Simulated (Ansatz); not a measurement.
## Solid bromine

Method: PBE in Ansatz (PAW).

Settings: plane-wave cutoff 520 eV, 6×6×4 k mesh (along the axes of the cell as run), perturbation theory, scalar-relativistic PAW data made under PBE.

Cell: measured lattice: a = 6.7430 Å, b = 4.6685 Å, c = 8.7002 Å, α = β = γ = 90.00°.

- high-frequency dielectric constant (mean over three axes) = 5.71

Note: the run finds an imaginary mode (53i cm⁻¹), so the cell is a saddle point at this level; the cell isn't this level's own, so it is under some stress, which shifts stiffness and frequencies.

Ansatz is a quantum-chemistry and plane-wave program.
